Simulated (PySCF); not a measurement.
These are B3LYP-D3(BJ)/def2-TZVP // PBE-D3(BJ)/def2-SVP run with PySCF values and carry that method's errors. Isolated molecules, 0 K electronic values unless said otherwise. B3LYP has the VWN-RPA correlation part, as in Gaussian. 

Reference species (SMILES): `[CH3]` (neutral, multiplicity 2).

```
Quantity        Value
-------------  ------
dipole moment  0.00 D
```

Changed species: `C[N]C` (free radical N(CH3)2; the reference has free radical CH3).

Question: Give the shifts of the dipole moment.

Answer: the dipole moment rises by 1.72 D, to 1.72 D.
